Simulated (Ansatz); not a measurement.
# C2HSi (doublet): wave-function methods side by side at a displaced geometry (v2), cc-pVDZ

The task here is to estimate one member of a computed series from the others.

Method: cc-pVDZ, core rule «outside noble gas», up to 7 orbitals frozen; program: Ansatz 0.2.0, Gaussian basis.

The runs, in order: UHF; CCSD(T) on ROHF; CCSD(T) on UHF; BCCD(T) on ROHF; CISD as a restricted active space (open shells left free, so some higher excitations enter); CCSDT(Q) on ROHF; CCSDT(Q) on UHF; CASSCF and MRCISD+Q, 9 electrons in 9 orbitals; CASSCF and NEVPT2, 9 electrons in 9 orbitals.

23 further runs of the same task are left out: 8 that didn't finish, 15 set aside as unsound or not needed. Runs told in other sessions of the task aren't counted.

### The geometry

The geometry is a PBE0/def2-TZVP stationary point (not a proven minimum) with its atoms shifted at random (size 0.100 Å).

4 atoms, charge 0, spin multiplicity 2.

Atoms are counted from 1 here; the program's logs count them from 0.

Bond lengths: C1–C2 1.324 Å, C1–Si3 1.832 Å, C2–Si3 1.898 Å, C2–H4 1.039 Å. Angles: C2–C1–Si3 71.9°, C1–C2–Si3 66.6°, C1–C2–H4 141.4°, Si3–C2–H4 146.7°, C1–Si3–C2 41.5°.

As a file:

```xyz
4

C     0.0840   -0.8046    0.7640
C    -0.0808    0.4826    1.0268
Si   -0.0042    0.0952   -0.8295
H     0.0789    1.1854    1.7747
```

The first run:

File in.yaml:

```yaml
crystal:
  periodic: [false, false, false]
  atoms:
    - {symbol: C, position_ang: [0.084046, -0.804641, 0.764002]}
    - {symbol: C, position_ang: [-0.080828, 0.482610, 1.026817]}
    - {symbol: Si, position_ang: [-0.004208, 0.095175, -0.829529]}
    - {symbol: H, position_ang: [0.078901, 1.185383, 1.774673]}
basis:
  gaussian: {orbitals: cc-pVDZ}
magnetization: {spin_polarized: true, initial_magnetization: 1}
hamiltonian: {xc: hf}
output: {orbitals: {seedname: orbitals}}
```

Command:

```console
$ ansatz run in.yaml --threads 1 --pin off --events-out ev --progress --plain --max-ram 2393MiB
```

Steps of the session up to this table: UHF; CCSD(T) on ROHF; CCSD(T) on UHF; BCCD(T) on ROHF; CISD as a restricted active space (open shells left free, so some higher excitations enter); CCSDT(Q) on ROHF; CCSDT(Q) on UHF; CASSCF and MRCISD+Q, 9 electrons in 9 orbitals; CASSCF and NEVPT2, 9 electrons in 9 orbitals.

One table of the session follows, with a row left open; its other results are not shown here.

```
   method  from UCCSDT(Q) (kJ/mol)
     ROHF                   +949.3
      UHF                   +933.1
     RMP2                   +117.8
     UMP2                   +124.9
     CISD                   +150.4
    RCCSD                    +52.5
    UCCSD                    +51.7
 RCCSD(T)                     +6.3
 UCCSD(T)                     +6.8
  BCCD(T)                     +6.0
   RCCSDT                     +4.3
   UCCSDT                     +4.2
RCCSDT(Q)                        ?
UCCSDT(Q)                        0
```

**Question.** Estimate the row for RCCSDT(Q).

**Answer.** from UCCSDT(Q) (kJ/mol): +0.2. In the column «from UCCSDT(Q) (kJ/mol)» it lies between UCCSDT(Q) (0) and UCCSDT (+4.2).

Left out of the table: CASSCF frontier, NEVPT2 frontier, MRCISD frontier, MRCISD+Q frontier (the active space lost an orbital or holds another state than full CI finds).

To keep in mind: Restricted and unrestricted rows rest on different reference determinants; a gap between their highest levels can come from leftover correlation error, from unlike frozen cores or from another state. Warnings in the runs' records: passed over end.
